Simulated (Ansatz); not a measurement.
Zinc-blende MgTe (metastable phase) was calculated with Hartree–Fock (PAW; Ansatz, an electronic-structure program).

Settings: plane-wave cutoff 460 eV, 8×8×8 k mesh, Fermi–Dirac smearing 0.01 eV, scalar-relativistic PAW data made under PBE.

Energies at three volumes about the minimum:

```json
[
 {"V (Å³/atom)": "34.686", "E − E_lowest (meV/atom)": "2.67"},
 {"V (Å³/atom)": "35.555", "E − E_lowest (meV/atom)": "0.00"},
 {"V (Å³/atom)": "36.465", "E − E_lowest (meV/atom)": "2.41"}
]
```

Fit a parabola by hand: where is the minimum, what lattice constant follows, and what is the bulk modulus?

Slopes: (0.00 − 2.67)/(35.555 − 34.686) = -3.072 and (2.41 − 0.00)/(36.465 − 35.555) = 2.648 meV/Å³. Curvature E″ = 2 × (2.648 − (-3.072))/(36.465 − 34.686) = 6.431 meV/Å⁶. From the middle of the first interval, the slope vanishes at V0 = 35.1205 − (-3.072)/6.431 = 35.598 Å³/atom. B = V0 E″ = 35.598 × 6.431 meV/Å³ × 0.1602 GPa per meV/Å³ = 36.7 GPa. With 8 atoms in the cube, a = (8 × 35.598)^(1/3) = 6.579 Å. The full Birch–Murnaghan fit to all volumes gives V0 = 35.579 Å³/atom and B0 = 36.6 GPa.

Measured, for comparison: lattice constant a 6.42 ± 0.005 Å (room temperature, not corrected to a static lattice, from epitaxial CdTe/MgTe superlattices; as tabulated in Lucero et al. (2012), arXiv:1111.4515).
